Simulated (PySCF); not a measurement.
First SCF of a structure search on singlet S₃, at a hand-made linear geometry. PySCF input:

```python
from pyscf import gto, scf, dft
mol = gto.M(atom='''
S      0.000000     0.000000     0.000000
S      0.000000     0.000000     1.880000
S      0.000000     0.000000    -1.880000''',
    basis={'S': 'def2-TZVP'},
    charge=0, spin=0)
mf = dft.RKS(mol, xc='B3LYP')
mf.grids.atom_grid = (50, 194)
aux = {'S': 'def2-universal-JKFIT'}
mf = mf.density_fit(auxbasis=aux)
mf.conv_tol = 1e-08
mf.diis_space = 10
mf.max_cycle = 60
mf.init_guess = 'minao'
mf.verbose = 4
mf.kernel()
```

Excerpt of the output (cycles and frontier levels):

```
init E= -1195.15605533204
cycle= 1 E= -1194.52345147188  delta_E= 0.633  |g|= 0.188  |ddm|= 2.16
  HOMO = -0.193623304130831  LUMO = -0.161972753664004  gap/eV = 0.86126
cycle= 2 E= -1194.51706550077  delta_E= 0.00639  |g|= 0.226  |ddm|= 0.277
  HOMO = -0.188205005332964  LUMO = -0.154498992782537  gap/eV = 0.91719
cycle= 3 E= -1194.52864635229  delta_E= -0.0116  |g|= 0.0784  |ddm|= 0.235
  HOMO = -0.19261082999018  LUMO = -0.157453052408342  gap/eV = 0.95669
cycle= 4 E= -1194.5302955889  delta_E= -0.00165  |g|= 0.00837  |ddm|= 0.0651
  HOMO = -0.192094629276877  LUMO = -0.156675890769774  gap/eV = 0.96379
cycle= 5 E= -1194.53031410558  delta_E= -1.85e-05  |g|= 0.00193  |ddm|= 0.00929
  HOMO = -0.192332144578817  LUMO = -0.156842955992084  gap/eV = 0.96571
cycle= 6 E= -1194.53031492246  delta_E= -8.17e-07  |g|= 0.000248  |ddm|= 0.00184
  HOMO = -0.192282983113152  LUMO = -0.156796324857052  gap/eV = 0.96564
cycle= 7 E= -1194.53031493342  delta_E= -1.1e-08  |g|= 4.08e-05  |ddm|= 0.00034
  HOMO = -0.19228922500853  LUMO = -0.15680259832154  gap/eV = 0.96564
cycle= 8 E= -1194.53031493384  delta_E= -4.22e-10  |g|= 6.45e-06  |ddm|= 5.36e-05
  HOMO = -0.192289536974869  LUMO = -0.156802775161747  gap/eV = 0.96564
Extra cycle  E= -1194.53031493381  delta_E= 3.46e-11  |g|= 1.3e-05  |ddm|= 1.59e-05
converged SCF energy = -1194.53031493381
```

No lower solution of this spin was found by a stability analysis within the restricted form, which does not test spin polarisation.

The search for the lowest solution, with the stability check, took 3.8 s on 2 threads of a shared Arm Neoverse N1 host, with 111 basis functions; the process peaked at 0.34 GiB. Launch command: `OMP_NUM_THREADS=2 python axn.py task.json out`.
